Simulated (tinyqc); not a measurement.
Worked calculation: RKS/BLYP in the sto-6g basis, for H2F+, spin multiplicity 1. One step of it, computed by the program tinyqc.

Problem. Iteration 2: diagonalisation and new density. Diagonalise F' = X^T F X, C = X C', fill 5 alpha and 5 beta electrons from the bottom; D = 2 C_occ C_occ^T; the new density keeps 0.2 of the old one (damping). Each column has its largest component positive (the first on a tie).

extrapolated F (hartree), order 1F 1s, 1F 2s, 1F 2px, 1F 2py, 1F 2pz, 2H 1s, 3H 1s:
```
[[-24.118652, -5.911968, -0.000075, 0.000838, -0.013414, -1.035150, -1.035247],
 [-5.911968, -2.481790, 0.005315, 0.002880, -0.169512, -0.832503, -0.833962],
 [-0.000075, 0.005315, -0.250270, 0.001280, 0.000732, 0.001507, 0.001271],
 [0.000838, 0.002880, 0.001280, -0.375852, 0.006325, -0.319591, 0.322394],
 [-0.013414, -0.169512, 0.000732, 0.006325, -0.310583, -0.271704, -0.273684],
 [-1.035150, -0.832503, 0.001507, -0.319591, -0.271704, -0.796810, -0.309081],
 [-1.035247, -0.833962, 0.001271, 0.322394, -0.273684, -0.309081, -0.801554]]
```

X, order 1F 1s, 1F 2s, 1F 2px, 1F 2py, 1F 2pz, 2H 1s, 3H 1s:
```
[[1.022558, -0.133098, 0.000000, 0.000000, -0.005733, 0.016700, 0.016700],
 [-0.133098, 1.154947, 0.000000, 0.000000, 0.060408, -0.217650, -0.217650],
 [0.000000, 0.000000, 1.000000, 0.000000, 0.000000, 0.000000, 0.000000],
 [0.000000, 0.000000, 0.000000, 1.068393, 0.000000, -0.170765, 0.170765],
 [-0.005733, 0.060408, 0.000000, 0.000000, 1.027266, -0.098588, -0.098588],
 [0.016700, -0.217650, 0.000000, -0.170765, -0.098588, 1.124539, -0.078979],
 [0.016700, -0.217650, 0.000000, 0.170765, -0.098588, -0.078979, 1.124539]]
```

D after iteration 1, order 1F 1s, 1F 2s, 1F 2px, 1F 2py, 1F 2pz, 2H 1s, 3H 1s:
```
[[2.020849, -0.431274, -0.146001, 0.019383, 0.027979, -0.043433, -0.009190],
 [-0.431274, 2.288771, 0.141508, 0.044036, 0.020835, -0.205293, -0.207459],
 [-0.146001, 0.141508, 1.780871, 0.062474, 0.038690, -0.128800, -0.060860],
 [0.019383, 0.044036, 0.062474, 1.838227, 0.210328, -0.137553, 0.094303],
 [0.027979, 0.020835, 0.038690, 0.210328, 1.851456, -0.100131, 0.001255],
 [-0.043433, -0.205293, -0.128800, -0.137553, -0.100131, 0.462739, -0.092266],
 [-0.009190, -0.207459, -0.060860, 0.094303, 0.001255, -0.092266, 0.477230]]
```

overlap S, order 1F 1s, 1F 2s, 1F 2px, 1F 2py, 1F 2pz, 2H 1s, 3H 1s:
```
[[1.000000, 0.232479, 0.000000, 0.000000, 0.000000, 0.040709, 0.040709],
 [0.232479, 1.000000, 0.000000, 0.000000, 0.000000, 0.390934, 0.390934],
 [0.000000, 0.000000, 1.000000, 0.000000, 0.000000, 0.000000, 0.000000],
 [0.000000, 0.000000, 0.000000, 1.000000, 0.000000, 0.257479, -0.257479],
 [0.000000, 0.000000, 0.000000, 0.000000, 1.000000, 0.180142, 0.180142],
 [0.040709, 0.390934, 0.000000, 0.257479, 0.180142, 1.000000, 0.203742],
 [0.040709, 0.390934, 0.000000, -0.257479, 0.180142, 0.203742, 1.000000]]
```

Give: F' = X^T F X; orbital energies; coefficients C; D after iteration 2.

Solution.

F' = X^T F X (hartree):
```
[[-23.7177, -3.0292, -0.0007, 0.0005, -0.0180, -0.1584, -0.1582],
 [-3.0292, -1.3175, 0.0056, 0.0031, -0.0645, -0.2949, -0.2948],
 [-0.0007, 0.0056, -0.2503, 0.0013, 0.0008, 0.0001, 0.0003],
 [0.0005, 0.0031, 0.0013, -0.2234, 0.0065, -0.2623, 0.2621],
 [-0.0180, -0.0645, 0.0008, 0.0065, -0.2480, -0.1711, -0.1709],
 [-0.1584, -0.2949, 0.0001, -0.2623, -0.1711, -0.5297, -0.0641],
 [-0.1582, -0.2948, 0.0003, 0.2621, -0.1709, -0.0641, -0.5343]]
```

orbital energies (hartree): [-24.1234, -1.2073, -0.7361, -0.4496, -0.2502, -0.0992, 0.0450]

coefficients C, order 1F 1s, 1F 2s, 1F 2px, 1F 2py, 1F 2pz, 2H 1s, 3H 1s:
```
[[0.9963, -0.2067, 0.0023, -0.1562, -0.0024, -0.0649, -0.0027],
 [0.0168, 0.7595, -0.0095, 0.8195, 0.0098, 0.4481, 0.0178],
 [0.0000, -0.0050, 0.0015, -0.0130, 0.9998, 0.0102, 0.0041],
 [0.0000, -0.0045, -0.4304, -0.0018, -0.0031, -0.0380, 1.0065],
 [0.0019, 0.1691, 0.0057, -0.4469, -0.0146, 0.9211, 0.0371],
 [-0.0036, 0.2289, -0.5891, -0.5243, 0.0030, -0.5025, -0.6562],
 [-0.0036, 0.2344, 0.5899, -0.5136, -0.0032, -0.5569, 0.6168]]
```

D after iteration 2, order 1F 1s, 1F 2s, 1F 2px, 1F 2py, 1F 2pz, 2H 1s, 3H 1s:
```
[[2.0997, -0.5155, -0.0281, 0.0042, 0.0645, 0.0389, 0.0455],
 [-0.5155, 2.4560, 0.0208, 0.0074, -0.3765, -0.4415, -0.4391],
 [-0.0281, 0.0208, 1.9560, 0.0065, -0.0076, -0.0132, -0.0071],
 [0.0042, 0.0074, 0.0065, 0.6640, 0.0383, 0.3780, -0.3875],
 [0.0645, -0.3765, -0.0076, 0.0383, 0.7359, 0.4113, 0.4363],
 [0.0389, -0.4415, -0.0132, 0.3780, 0.4113, 1.1714, -0.0577],
 [0.0455, -0.4391, -0.0071, -0.3875, 0.4363, -0.0577, 1.1622]]
```
